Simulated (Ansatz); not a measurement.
Basis-set series for `C=CN(C)C`. Total charge 0; spin multiplicity 1. The geometry is a stationary point of PBE0-D4/def2-TZVP. It is one conformer, not always the lowest.

| functional | basis | functions | energy (Eh) | HOMO (eV) | LUMO (eV) |
| --- | --- | --- | --- | --- | --- |
| PBE0-D4 | def2-SVP | 115 | -212.15634 | -5.52 | 1.34 |
| PBE0-D4 | def2-QZVPP | 555 | -212.40093 | -5.68 | 0.63 |
| ωB97M-V | def2-SVP | 115 | -212.28325 | -7.70 | 3.36 |
| ωB97M-V | def2-QZVPP | 555 | -212.54095 | -7.85 | 1.80 |

Question: Give the rows for def2-TZVPP. (Best estimate.)

Answer: Computed: 
```
functional       basis  functions  energy (Eh)  HOMO (eV)  LUMO (eV)
   PBE0-D4  def2-TZVPP        281   -212.38873      -5.65       0.96
   ωB97M-V  def2-TZVPP        281   -212.52897      -7.83       2.65
```

Positive LUMOs are unbound and depend on the basis.
